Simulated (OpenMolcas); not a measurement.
**One shape, several levels: singlet OF−**

Aim: a comparison of 6 runs (HF/aug-cc-pVTZ, B2PLYP/aug-cc-pVTZ, PBE/aug-cc-pVTZ, r2SCAN/aug-cc-pVTZ, revPBE/aug-cc-pVTZ, MP2/aug-cc-pVTZ) of singlet OF−. 

The results are computed with OpenMolcas 26.06.

### Step 1. The structure to begin with

OF− has 2 atoms, charge -1, and is taken as a singlet. As SMILES of the parent species, `[O]F`. Geometry: relaxed at PBE0-D4/def2-TZVP. That shape belongs to the parent species and isn't relaxed for this state.

Bond lengths: O1–F2 1.330 Å.

### Step 2. The energy at HF/aug-cc-pVTZ (run 1)

The input, run.inp:

```
>>> EXPORT MOLCAS_PRINT=2
&GATEWAY
BasLib = $CurrDir
Coord
2
angstrom
O        0.000000       0.000000      -0.015950
F        0.000000       0.000000       1.314400
Basis = aug-cc-pVTZ
Group = NoSym
&SEWARD
&SCF
Charge = -1
Thresholds = 1e-10 1e-07 1e-07 1e-05
PrOrbitals = 1 1
```

The basis set aug-cc-pVTZ is read from a file made from the Basis Set Exchange's data (not shown).

Launch:

```bash
$ export MOLCAS_MEM=1860
$ pymolcas run.inp > run.log
```

Output:

```text
--- Start Module: gateway ---
[...]
--- Stop Module: gateway /rc=_RC_ALL_IS_WELL_ ---
--- Start Module: seward ---
[...]
      Basis functions           92
--- Stop Module: seward /rc=_RC_ALL_IS_WELL_ ---
[...]
--- Start Module: scf ---
[...]
       Convergence after  15 Iterations
[...]
::    Total SCF energy                               -174.2102326562
[...]
      Total spin, S                                     0.0000000000
[...]
      Total electronic charge=   18.000000
      Total            charge=   -1.000000
[...]
      Dipole Moment (debye):
      Origin of the operator (angstrom)=    0.0000    0.0000    0.7063
                   X= -9.6836E-16               Y= -5.3803E-16               Z=  1.7799E+00           Total=  1.7799E+00
      Center of Charge (angstrom)
[...]
--- Stop Module: scf /rc=_RC_ALL_IS_WELL_ ---
[...]
```

Run time: 4.5 s. Hardware: 1 thread of Arm Neoverse V2, shared host; peak memory 0.51 GiB.

### Step 3. A single-point energy at B2PLYP/aug-cc-pVTZ (run 2)

The input, job.inp:

```
* FO Kohn-Sham DFT

&GATEWAY
 BasLib = $CurrDir
 BasisSet
 O.aug-cc-pVTZ....
 O1 0.000000 0.000000 -0.015950 angstrom
 End of Basis
 BasisSet
 F.aug-cc-pVTZ....
 F2 0.000000 0.000000 1.314400 angstrom
 End of Basis

&SEWARD
 GridInput
 Grid=UltraFine
 End of Grid

&SCF
 Charge = -1
 KSDFT = B2PLYP_SCF
 Thresholds = 1e-10 1e-07 1e-07 1e-05
 PrOrbitals = 1 2

&MBPT2
 Frozen = 2
```

The basis set aug-cc-pVTZ is read from a file made from the Basis Set Exchange's data (not shown).

Launch:

```bash
$ export MOLCAS_MEM=1860
$ pymolcas job.inp > job.log
```

Output:

```text
--- Start Module: gateway ---
[...]
--- Stop Module: gateway /rc=_RC_ALL_IS_WELL_ ---
[...]
      Basis functions           92
[...]
--- Start Module: scf ---
[...]
       Convergence after  16 Iterations
[...]
::    Total KS-DFT energy                            -174.7475053910
[...]
      Total spin, S                                     0.0000000000
[...]
      Total electronic charge=   18.000000
      Total            charge=   -1.000000
[...]
      Dipole Moment (debye):
      Origin of the operator (angstrom)=    0.0000    0.0000    0.7063
                   X= -9.9523E-16               Y= -7.4019E-16               Z=  2.0364E+00           Total=  2.0364E+00
      Center of Charge (angstrom)
[...]
--- Stop Module: scf /rc=_RC_ALL_IS_WELL_ ---
[...]
--- Start Module: mbpt2 ---
[...]
 ###    WARNING: MP2 implementation intended for RHF references only         ###
 ###############################################################################
MBPT2 WARNING: Reference function according to RunFile:KS-DFT
I'll assume you know what you're doing and continue
WARNING!
Default frozen orbitals as non valence orbitals is overwritten by user input.
Default values:   2
[...]
       Reference weight ( Cref**2 )         =        0.84418
::    Total MBPT2 energy                             -175.3686330379
[...]
      Total MBPT2 calculations                           0.13      0.14
--- Stop Module: mbpt2 /rc=_RC_ALL_IS_WELL_ ---
[...]
```

Run time: 13 s. Hardware: 1 thread of Arm Neoverse V2, shared host; peak memory 0.51 GiB.

Runs 3 to 5 aren't shown in full; the table further down has their settings and results.

### Step 4. The energy at MP2/aug-cc-pVTZ (run 6)

The input, test.input:

```
&GATEWAY
 BASLIB=$CurrDir
 COORD
 2
 angstrom
 O        0.000000       0.000000      -0.015950
 F        0.000000       0.000000       1.314400
 BASIS=aug-cc-pVTZ
 GROUP=NoSym

&SEWARD

&SCF
 CHARGE=-1
 THRESHOLDS=1e-10 1e-07 1e-07 1e-05
 PRORBITALS=0

&MBPT2
 FROZEN=2
```

The basis set aug-cc-pVTZ is read from a file made from the Basis Set Exchange's data (not shown).

Launch:

```bash
$ export MOLCAS_MEM=1860
$ pymolcas test.input > test.log
```

Output:

```text
--- Start Module: gateway ---
[...]
--- Stop Module: gateway /rc=_RC_ALL_IS_WELL_ ---
[...]
      Basis functions           92
[...]
--- Start Module: scf ---
[...]
       Convergence after  15 Iterations
[...]
::    Total SCF energy                               -174.2102326562
[...]
      Total spin, S                                     0.0000000000
[...]
      Total electronic charge=   18.000000
      Total            charge=   -1.000000
[...]
      Dipole Moment (debye):
      Origin of the operator (angstrom)=    0.0000    0.0000    0.7063
                   X= -9.6836E-16               Y= -5.3803E-16               Z=  1.7799E+00           Total=  1.7799E+00
      Center of Charge (angstrom)
[...]
--- Stop Module: scf /rc=_RC_ALL_IS_WELL_ ---
[...]
--- Start Module: mbpt2 ---
[...]
WARNING!
Default frozen orbitals as non valence orbitals is overwritten by user input.
Default values:   2
[...]
       Reference weight ( Cref**2 )         =        0.89673
::    Total MBPT2 energy                             -174.7258921050
[...]
      Total MBPT2 calculations                           0.12      0.16
--- Stop Module: mbpt2 /rc=_RC_ALL_IS_WELL_ ---
[...]
```

Wall time 4.2 s (1 thread of Arm Neoverse V2, shared host); peak memory 0.51 GiB.

### Step 5. The series

```
run               level  frozen core orbitals  integration grid  energy (Eh)  HOMO energy (eV)  LUMO energy (eV)  HOMO–LUMO gap (eV)  wall time
  1      HF/aug-cc-pVTZ                     –                 –  -174.210233             -3.34              7.71               11.05      4.5 s
  2  B2PLYP/aug-cc-pVTZ                     2         UltraFine  -174.915210             -0.53              6.73                7.25       13 s
  3     PBE/aug-cc-pVTZ                     –         UltraFine  -174.847692              2.78              5.56                2.79       15 s
  4  r2SCAN/aug-cc-pVTZ                     –         UltraFine  -174.929693              2.58              6.27                3.68       22 s
  5  revPBE/aug-cc-pVTZ                     –         UltraFine  -174.959274              2.85              5.49                2.64       16 s
  6     MP2/aug-cc-pVTZ                     2                 –  -174.725892             -3.34              7.71               11.05      4.2 s
```

### Step 6. Outcome

| quantity | value |
| --- | --- |
| run 6: total energy | -174.72589 Eh |
| run 6: HOMO energy (Hartree–Fock orbitals) | -3.34 eV |
| run 6: LUMO energy (Hartree–Fock orbitals) | 7.71 eV |
| run 6: HOMO–LUMO gap (to an unbound level, set by the basis) | 11.05 eV |
| run 6: correlation energy (2 core orbitals frozen) | -515.7 mEh |

Over runs 1, 2, 3, 4, 5 the HOMO–LUMO gap runs from 2.64 eV (revPBE/aug-cc-pVTZ) to 11.05 eV (HF/aug-cc-pVTZ). Exact exchange widens orbital gaps. The empty levels of an anion lie above zero and hang on the basis. For B2PLYP the log adds the whole second-order term; the table takes 0.27 of it, as the functional is defined. Totals of different functionals can't be ranked against each other. In runs 3, 4, 5 the HOMO lies above zero, so the outermost electron may be held by the basis alone. All runs together took 75 s, the longest 22 s.
